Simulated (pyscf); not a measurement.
A first-order saddle from PySCF, ωB97X-D3(BJ)/def2-SVP:

```
Ti
F 1 1.7402
O 1 1.7670 2 105.31
H 3 0.9663 1 120.80 2 172.76
O 1 1.7676 2 103.40 3 -120.41
H 5 0.9654 1 123.17 2 170.45
O 1 1.9745 2 96.61 5 -118.24
H 7 0.9627 1 128.13 2 50.59
H 7 1.2006 8 124.53 1 -107.21
F 9 1.1470 7 141.27 8 139.01
```
Charge 0, spin multiplicity 1.

Surface: singlet, charge 0. Lowest wavenumbers (cm⁻¹): 554i, 71, 139, 172, 215.

**Question.** Which two sides does it connect, and which bonds change?

**Answer.** HO–Ti(OH)(F)–F + water (H₂O) ⇌ HO–Ti(OH)(OH)–F + hydrogen fluoride (HF), a four-centre exchange read from left to right: F–Ti, H–O broken and O–Ti, F–H formed. At ωB97M-D3(BJ)/def2-TZVP it lies +31.6 kJ/mol from the left side and -16.7 kJ/mol from the right (each side as separated species at their lowest minima found). On the reactant side the descent ends in an adduct with a O–Ti contact (not fully relaxed), 49.2 kJ/mol under the separated species and 76.8 kJ/mol under the saddle at ωB97X-D3(BJ)/def2-TZVP. On the product side the descent ends in a bound adduct, 38.4 kJ/mol under the separated species and 18.7 kJ/mol under the saddle at ωB97X-D3(BJ)/def2-TZVP. At ωB97M-D3(BJ) the saddle lies under the separated products, which points to a path from their complex (located at ωB97X-D3(BJ) alone), and parting the products costs more than the saddle. What is counted as formed (O–Ti) is already present as a longer contact in the reactant adduct; forming that adduct is a step of its own. One saddle was located; it need not be the lowest between these sides.
